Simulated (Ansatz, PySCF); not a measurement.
System: C$_{3}$H$_{7}$O, net charge 0, doublet state. It need not be the lowest isomer of its formula. SMILES: C(O[CH2])C
Coordinates optimised at B3LYP-D3(BJ)/def2-TZVP (Ansatz, a program for electronic structure):
```
C
H 1 1.0952
H 1 1.0964 2 108.03
O 1 1.4286 2 108.88 3 118.11
C 4 1.3512 1 115.56 2 -61.12
H 5 1.0790 4 114.10 1 -176.72
H 5 1.0841 6 121.70 4 -153.39
C 1 1.5112 2 111.27 3 -122.27
H 8 1.0905 1 110.64 2 -59.80
H 8 1.0906 9 108.44 1 121.62
H 8 1.0913 9 108.46 10 117.63
```
Charge 0, spin multiplicity 2.


Wanted: enthalpy of formation at 298 K (from the atomisation energy, B3LYP-D3(BJ)/def2-TZVP harmonic zero-point and thermal terms from PySCF, and the atoms' enthalpies of formation in the G2/97 table; no spin-orbit terms, and no core term in the frozen-core levels), in kcal/mol. Cores are frozen in the correlated levels unless marked. Open shells are spin-unrestricted. No spin-orbit coupling. No relativistic terms. The coupled-cluster limit lacks core correlation, which all-electron functionals hold. Basis-set limits of correlation are two-point, X^-3; Hartree-Fock from the larger set. [CCSD(T)-MP2]/basis is that difference in the basis named.

| level | program | enthalpy of formation at 298 K (kcal/mol) |
|---|---|---|
| HF/cc-pVDZ | Ansatz | 265.8 |
| HF/def2-TZVPD | PySCF | 253.2 |

Problem. Estimate the value at RI-MP2/CBS(cc-pVTZ,cc-pVQZ)+[CCSD(T)-MP2]/cc-pVDZ as computed with Ansatz.

Solution. -9.0 kcal/mol, so HF/def2-TZVPD differs from it by 262.2 kcal/mol.
